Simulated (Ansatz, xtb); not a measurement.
# Relative energy of two isomers of C4H10S2

Structure X is `CSCCCS`, a singlet and structure Y is `CCSSCC`, a singlet. Both are isolated molecules in the gas phase, relaxed with B3LYP-D3(BJ)/def2-SVP; each stands in its lowest conformer found.

Quicker runs give these differences E(Y) − E(X): GFN2-xTB −73.3 kJ/mol; HF/STO-3G −32.8 kJ/mol (at GFN2-xTB geometries); r2SCAN-D4/def2-SVP −35.4 kJ/mol (at GFN2-xTB geometries).

**Question.** Estimate E(Y) − E(X) at the level CCSD(T)/def2-SVP + ΔMP2/def2-TZVPP.

**Answer.** Calculated at CCSD(T)/def2-SVP + ΔMP2/def2-TZVPP: E(Y) − E(X) = −33.2 kJ/mol, so structure Y lies lower.

Level by level:

```json
{"level": "GFN2-xTB", "geometry": "GFN2-xTB", "E(Y) − E(X) (kJ/mol)": "−73.3", "departure from the last row (kJ/mol)": "−40.1", "job, with rough time for the two": "optimisation, 0.18 s"}
{"level": "HF/STO-3G", "geometry": "GFN2-xTB", "E(Y) − E(X) (kJ/mol)": "−32.8", "departure from the last row (kJ/mol)": "+0.4", "job, with rough time for the two": "single point, 0.36 s"}
{"level": "r2SCAN-D4/def2-SVP", "geometry": "GFN2-xTB", "E(Y) − E(X) (kJ/mol)": "−35.4", "departure from the last row (kJ/mol)": "−2.2", "job, with rough time for the two": "single point, 4 s"}
{"level": "B3LYP-D3(BJ)/def2-SVP", "geometry": "B3LYP-D3(BJ)/def2-SVP", "E(Y) − E(X) (kJ/mol)": "−35.4", "departure from the last row (kJ/mol)": "−2.2", "job, with rough time for the two": "optimisation, 35 s"}
{"level": "HF/def2-SVP", "geometry": "B3LYP-D3(BJ)/def2-SVP", "E(Y) − E(X) (kJ/mol)": "−20.9", "departure from the last row (kJ/mol)": "+12.3", "job, with rough time for the two": "part of the CCSD(T) run"}
{"level": "MP2/def2-SVP", "geometry": "B3LYP-D3(BJ)/def2-SVP", "E(Y) − E(X) (kJ/mol)": "−22.3", "departure from the last row (kJ/mol)": "+10.9", "job, with rough time for the two": "part of the CCSD(T) run"}
{"level": "CCSD(T)/def2-SVP", "geometry": "B3LYP-D3(BJ)/def2-SVP", "E(Y) − E(X) (kJ/mol)": "−22.2", "departure from the last row (kJ/mol)": "+11.0", "job, with rough time for the two": "single point"}
{"level": "CCSD(T)/def2-SVP + ΔMP2/def2-TZVPP", "geometry": "B3LYP-D3(BJ)/def2-SVP", "E(Y) − E(X) (kJ/mol)": "−33.2", "departure from the last row (kJ/mol)": "", "job, with rough time for the two": "single point, 63 s"}
```

As drawn, Y has 1 S–S, 1 C–H in place of 1 C–S, 1 S–H.

The levels shown agree on the order. The largest departure from CCSD(T)/def2-SVP + ΔMP2/def2-TZVPP is that of GFN2-xTB, 40.1 kJ/mol. The last row adds to CCSD(T) the change of the MP2 difference between the two basis sets, here −11.0 kJ/mol.

With thermal terms from frequencies at re-optimised GFN2-xTB minima (ideal gas, soft modes damped towards free rotors, one conformer each, 298.15 K, 1 atm): on the last row, ΔE + ΔZPE = −25.1, ΔH = −24.9, ΔG = −23.1 kJ/mol.

The correlated steps freeze 14 core orbitals. Codes used: Ansatz 0.2.0, xtb 6.7.1; the last row on 4 threads of Arm Neoverse V1 on a shared host.
